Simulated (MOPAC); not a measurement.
MOPAC input (AM1):

```
AM1 1SCF CHARGE=-1 GEO-OK AUX(PRECISION=9) THREADS=1
CHO2

O    -1.05613991 1   -0.38056162 1   -0.01204272 1
C     0.01219483 1    0.60892406 1   -0.01345114 1
O     1.11918472 1    0.07877032 1    0.02005673 1
H    -0.57752748 1   -1.23921390 1    0.01659471 1
```

From the last part of the output:

```
                                                       MOPAC v23.2.5 Linux

          FINAL HEAT OF FORMATION =        -88.48549 KCAL/MOL =    -370.22329 KJ/MOL

          COSMO AREA              =         71.13 SQUARE ANGSTROMS
          COSMO VOLUME            =         52.89 CUBIC ANGSTROMS

          IONIZATION POTENTIAL    =          2.553633 EV
          HOMO LUMO ENERGIES (EV) =         -2.554  9.069
          NO. OF FILLED LEVELS    =          9
          MOLECULAR WEIGHT        =         45.0177         POINT GROUP:  Cs

          MOLECULAR DIMENSIONS (Angstroms)

            Atom       Atom       Distance
            O     3    O     1     2.22352
            H     4    C     2     1.68700
            C     2    O     1     0.00000

          SCF CALCULATIONS        =          1

   ATOM   CHEMICAL          X               Y               Z
  NUMBER   SYMBOL      (ANGSTROMS)     (ANGSTROMS)     (ANGSTROMS)

     1       O         -1.05613991  *  -0.38056162  *  -0.01204272  *
     2       C          0.01219483  *   0.60892406  *  -0.01345114  *
     3       O          1.11918472  *   0.07877032  *   0.02005673  *
     4       H         -0.57752748  *  -1.23921390  *   0.01659471  *

                             CARTESIAN COORDINATES

   1    O       -1.056139910    -0.380561620    -0.012042720
   2    C        0.012194830     0.608924060    -0.013451140
   3    O        1.119184720     0.078770320     0.020056730
   4    H       -0.577527480    -1.239213900     0.016594710

           Empirical Formula: C H O2  =     4 atoms

      MOLECULAR POINT GROUP   :   Cs

                  EIGENVALUES
 -31.87788 -28.37685 -14.82874 -10.91606  -9.03475  -7.93015  -5.88567  -5.29574
  -2.55363   9.06853  10.86314  12.38109  14.14291

              NET ATOMIC CHARGES AND DIPOLE CONTRIBUTIONS

  ATOM NO.   TYPE          CHARGE      No. of ELECS.   s-Pop       p-Pop
    1          O          -0.464310        6.4643     1.89158     4.57273
    2          C          -0.081572        4.0816     1.70845     2.37312
    3          O          -0.565213        6.5652     1.90351     4.66170
    4          H           0.111096        0.8889     0.88890
 DIPOLE           X         Y         Z       TOTAL
 POINT-CHG.    -0.935    -0.133    -0.015     0.944
 HYBRID         0.692    -1.755     0.053     1.887
 SUM           -0.242    -1.888     0.038     1.904

          ATOMIC ORBITAL ELECTRON POPULATIONS

     Atom    s        px        py        pz
    1  O   1.89158   1.48529   1.17810   1.90934
    2  C   1.70845   0.78787   1.03391   0.55135
    3  O   1.90351   1.36194   1.76071   1.53906
    4  H   0.88890

 **********************
 *                    *
 * JOB ENDED NORMALLY *
 *                    *
 **********************

 == MOPAC DONE ==
```

The dipole moment of an ion depends on the origin.
